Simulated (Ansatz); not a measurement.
Consider the substitution at a C–C bond: `CC(=S)CF` + H₂S → `FCC(=S)S` + CH₄.

Computed with Ansatz on PBE0-D4/def2-TZVP structures; ΔE is electronic, products minus reactants. CBS: MP2 limit from def2 TZ/QZ plus the TZ coupled-cluster correction, frozen cores. This one scheme is used for every species. Functionals use def2-TZVPP. Each species was taken in one conformer, which may not be the lowest.

CCSD(T)/CBS gives -3.3 kcal/mol.

Another level gave -2.2 kcal/mol. Which?
A. LC-ωPBE/def2-TZVPP
B. MP2/def2-TZVPP
C. HF/def2-TZVPP
D. r2SCANh/def2-TZVPP

A. LC-ωPBE -2.2, r2SCANh -5.9, MP2/def2-TZVPP -4.8, HF/def2-TZVPP 1.2 kcal/mol.

Largest T1 diagnostic among the species: 0.016.

At CCSD(T), def2-SVP lies +2.4 kcal/mol from the extrapolated value and def2-TZVPP +0.7 kcal/mol. From PBE to PBE0 (25 % exact exchange), in def2-TZVPP and without D4, ΔE moves by +2.3 kcal/mol.
